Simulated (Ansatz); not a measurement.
## Mg₂I: from a trial structure to a relaxed crystal

The calculation used Ansatz 0.2.0, DFT PBE, scalar-relativistic, plane waves, PAW. Cutoff 420 eV, Γ-centred k mesh, Gaussian smearing, no spin polarisation in the final step.

The start puts Mg₂I on the anti-CaCl2 structure type (Pnnm, No. 58), with I in place of Ca, Mg in place of Cl, at a guessed volume.

```
CELL_PARAMETERS angstrom
6.23470 0.00000 0.00000
0.00000 6.42454 0.00000
0.00000 0.00000 4.19644
ATOMIC_POSITIONS crystal
Mg 0.22500 0.82500 0.50000
Mg 0.72500 0.67500 0.00000
Mg 0.77500 0.17500 0.50000
Mg 0.27500 0.32500 0.00000
I 0.50000 0.50000 0.50000
I 0.00000 0.00000 0.00000
```

Cell and atoms relax at zero pressure; the relaxation can't lower the symmetry of the start. After a coarse first stage the cell is made exact in the group found at 0.06 Å.

Formation energies are uncorrected and refer to the elements' standard structures at the same level.

Question: What does it relax into?

Answer: It keeps Pnnm (No. 58), but not the shape of the type it started on. Conventional cell: a = 6.472 Å, b = 8.399 Å, c = 3.809 Å. Mg has 1 Mg at 2.91 Å and 3 I at 3.17–3.24 Å; around I lie 6 Mg at 3.17–3.24 Å and 2 I at 3.81 Å.

```xyz
6
Lattice="6.4717 0.0000 0.0000 0.0000 8.3992 0.0000 0.0000 0.0000 3.8088" Properties=species:S:1:pos:R:3 pbc="T T T"
Mg    2.3541    7.2398    1.9044
Mg    5.5899    5.3591    0.0000
Mg    4.1175    1.1594    1.9044
Mg    0.8817    3.0402    0.0000
I     3.2358    4.1996    1.9044
I     0.0000    0.0000    0.0000
```

Question: What are its volume, energy, density and gap?

Answer: The volume per atom is 34.51 Å³ and the density is 2.82 g/cm³. The energy over the elements is 0.05 eV/atom and the gap on the 6×6×10 mesh is 0 eV (a metal).

The final run used a 6×6×10 mesh on its 6-atom cell and 0.10 eV smearing. The k mesh leaves about 4 meV/atom of noise in metals. Spin–orbit coupling is left out. A structure relaxed within its symmetry needn't be a true minimum.

Cost: 3 runs of about 6.5 core-minutes in all, on Arm Neoverse V2 (shared hosts).